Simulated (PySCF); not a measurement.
chloroform (CHCl3), SMILES ClC(Cl)Cl.

Geometry: PBE0-D3(BJ)/def2-SVP.

The numbers are results of PBE0-D3(BJ)/def2-SVP run with PySCF 2.14.0, not measurements.

Frequencies are harmonic and unscaled.

Modes within 1.5 cm⁻¹ of each other (mostly degenerate sets) share a row, with their intensities summed.

```
mode  ν (cm⁻¹)  IR (km/mol)  moving atoms (share of kinetic energy)
----  --------  -----------  --------------------------------------
1–2        262          0.3                                 Cl 95 %
3          374          0.6                         Cl 84 %, C 15 %
4          687          7.5                         C 67 %, Cl 27 %
5–6        785        330.9                         C 78 %, Cl 18 %
7–8       1229         41.6                                  H 93 %
9         3189          0.0                           H 92 %, C 8 %
```
